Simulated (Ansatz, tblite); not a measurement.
# The cluster TaSi₃−: one state, many levels

An exercise on one series of results from a longer session: the logs are not shown, and one member is left open.

Computed with Ansatz 0.2.0, Gaussian basis. Level: as each input shows.

Levels to be run: GFN1-xTB, GFN2-xTB, PBE-D4/def2-TZVPD, r2SCAN-D4/def2-TZVPD, CAM-B3LYP-D4/def2-TZVPD, revPBE-D4/def2-TZVPD, r2SCANh-D4/def2-TZVPD, r2SCAN0-D4/def2-TZVPD, BLYP-D4/def2-TZVPD, LC-ωPBE(0.10)/def2-TZVPD, LC-ωPBE(0.15)/def2-TZVPD, LC-ωPBE(0.20)/def2-TZVPD, LC-ωPBE(0.30)/def2-TZVPD, PBE-D4/def2-SVPD, PBE0-D4/def2-SVPD, CCSD(T)/def2-TZVPPD, MP2/def2-TZVPD, RPA/def2-TZVPD.

### The relaxed structure

The singlet was relaxed beforehand with PBE-D4/def2-SVPD. At that level it is the lowest of the isomers that a small search found.

4 atoms, charge -1, spin multiplicity 1.

Bond lengths: Ta1–Si2 2.442 Å, Ta1–Si3 3.366 Å, Ta1–Si4 2.443 Å, Si2–Si3 2.355 Å, Si3–Si4 2.354 Å. Angles: Si2–Ta1–Si3 44.4°, Si2–Ta1–Si4 63.1°, Si3–Ta1–Si4 44.4°, Ta1–Si2–Si3 89.1°, Ta1–Si3–Si2 46.5°, Ta1–Si3–Si4 46.5°, Si2–Si3–Si4 65.8°, Ta1–Si4–Si3 89.1°.

Ta takes a core potential in the def2 sets. No spin-orbit coupling is included. The ion is computed in the gas phase, without counter-ions or solvent.

PBE0-D4/def2-TZVPD was run before; its log isn't repeated, and its numbers join the tables.

Set-up of the first run:

Tight binding, by tblite at 300 K electronic temperature and without a spin-polarisation term:

```python
tblite.interface.Calculator('GFN1-xTB', numbers, positions, charge=-1, uhf=0).singlepoint()
```

Tight binding, by tblite at 300 K electronic temperature and without a spin-polarisation term:

```python
tblite.interface.Calculator('GFN2-xTB', numbers, positions, charge=-1, uhf=0).singlepoint()
```

start.molden holds the orbitals of an earlier run on this state, given as this run's starting guess.

File in.yaml:

```yaml
crystal:
  periodic: [false, false, false]
  atoms:
    - {symbol: Ta, position_ang: [-1.033016, -1.403283, -0.473504]}
    - {symbol: Si, position_ang: [-0.961199, 1.010522, -0.108650]}
    - {symbol: Si, position_ang: [1.356556, 0.967514, -0.522052]}
    - {symbol: Si, position_ang: [0.637659, -0.574763, 1.104216]}
basis:
  gaussian: {orbitals: def2-TZVPD, initial_orbitals: start.molden}
total_charge: -1
hamiltonian: {xc: pbe, dispersion: d4}
scf: {omitted_lower_state_checks: [starts]}
output: {orbitals: {seedname: orbitals}}
```

Run with:

```bash
> ansatz run in.yaml --threads 4 --pin off --events-out ev --progress --plain --max-ram 3916MiB
```

Among the steps run: PBE-D4/def2-TZVPD; r2SCAN-D4/def2-TZVPD; CAM-B3LYP-D4/def2-TZVPD; revPBE-D4/def2-TZVPD; r2SCANh-D4/def2-TZVPD; r2SCAN0-D4/def2-TZVPD; BLYP-D4/def2-TZVPD; LC-ωPBE(0.10)/def2-TZVPD; LC-ωPBE(0.15)/def2-TZVPD; LC-ωPBE(0.20)/def2-TZVPD; LC-ωPBE(0.30)/def2-TZVPD; PBE-D4/def2-SVPD; PBE0-D4/def2-SVPD; CCSD(T)/def2-TZVPPD; MP2/def2-TZVPD; RPA/def2-TZVPD.

One table of the session follows, with a row left open; its other results are not shown here.

```
                   level  HOMO (eV)  LUMO (eV)  gap (eV)
        PBE-D4/def2-SVPD       0.37       0.48      0.10
       PBE-D4/def2-TZVPD       0.25       0.38      0.12
    revPBE-D4/def2-TZVPD       0.29       0.43      0.14
      BLYP-D4/def2-TZVPD       0.44       0.58      0.14
    r2SCAN-D4/def2-TZVPD       0.12       0.40      0.28
   r2SCANh-D4/def2-TZVPD      -0.17       0.66      0.83
       PBE0-D4/def2-SVPD      -0.41       1.15      1.56
      PBE0-D4/def2-TZVPD      -0.50       1.06      1.57
   r2SCAN0-D4/def2-TZVPD      -0.61       1.05      1.66
 CAM-B3LYP-D4/def2-TZVPD      -1.54       2.08      3.62
LC-ωPBE(0.10)/def2-TZVPD      -1.13       1.73      2.86
LC-ωPBE(0.15)/def2-TZVPD      -1.60       2.19      3.79
LC-ωPBE(0.20)/def2-TZVPD          ?          ?         ?
LC-ωPBE(0.30)/def2-TZVPD      -2.44       2.78      5.22
```

Q: Estimate the row for LC-ωPBE(0.20)/def2-TZVPD from the others.

As computed: HOMO (eV): -1.96; LUMO (eV): 2.49; gap (eV): 4.45. In the column «HOMO (eV)» it lies between LC-ωPBE(0.30)/def2-TZVPD (-2.44) and LC-ωPBE(0.15)/def2-TZVPD (-1.60).
